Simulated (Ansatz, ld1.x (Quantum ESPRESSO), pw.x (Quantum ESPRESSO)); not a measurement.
C (Z = 6): does the TM potential hold in the solid?

C, norm-conserving Troullier–Martins (Kleinman–Bylander form), made with ld1.x (Quantum ESPRESSO) 7.5 (LDA (PW92), scalar-relativistic). Core [He], reference 2s2 2p2. Waves: 2s (bound): rc 1.20 bohr; 2p (bound): rc 2.00 bohr. Local part: all-electron potential smoothed inside 1.75 bohr (lloc = -2). Core correction: none.

Atomic tests: cutoffs needed: 35 Ry and 90 Ry (the cutoffs (Ry, on a coarse ladder) from which the occupation-weighted sum of valence levels, in a spherical-Bessel basis at the reference potential, stays within 10 and 1 mRy of its value at 400 Ry); ghost test: no extra level below or beside the all-electron valence levels (s, p, d, f tested) (spherical-Bessel basis up to 400 Ry, 20 bohr box); largest excitation error: +1811 meV (all-electron minus pseudo) for 2s1 2p0, out of 7 test configurations.

Crystal test: bcc C in pw.x 7.5, no spin, 18³ k-points, Fermi–Dirac smearing 0.01 Ry, cutoffs 110/440 Ry. The reference is all-electron LAPW (Ansatz 0.2.0) with the same functional, mesh and smearing; V0 and B0 come from Birch–Murnaghan fits to the pressures at five volumes. Errors are pseudo minus all-electron; Δ is the rms difference of the E(V) curves that follow from these fits, minima aligned, over ±6 % about the mean V0. Mesh and smearing are coarse, so the numbers serve the comparison and aren't converged zero-temperature values; the lattice is a test structure that the element need not adopt.

All-electron: a0 = 2.329 Å (V0 = 6.32 Å³/atom), B0 = 221.9 GPa.

How far does the potential miss the all-electron equation of state?

mean pressure error (GPa): +8.37. The pressure does not cross zero within the volumes sampled, so no fit is given. The largest radius (2.00 bohr) exceeds half the bond length (1.89 bohr), so the spheres overlap, which is one possible source of error among others. This is a poor potential for the solid.

```csv
V (Å³/atom),P all-electron (GPa),P pseudo (GPa)
5.884,18.18,28.38
6.039,10.98,20.13
6.194,4.60,12.84
6.349,-1.05,6.41
6.504,-6.05,0.74
```

At the middle volume, how do free energy and pressure move when the wave cutoff is lowered (ecutrho kept at four times it)?

```
cutoff (Ry)  shift of F (meV/atom)  shift of P (GPa)
         50                  +59.0             +0.39
         66                  +38.1             -1.56
         88                   +6.1             -0.98
```

The run at the middle volume (195 k-points, 6 iterations) took about 9.7 s on one core of a shared host (Neoverse-V2, 96 threads, 742 GiB, load 71).
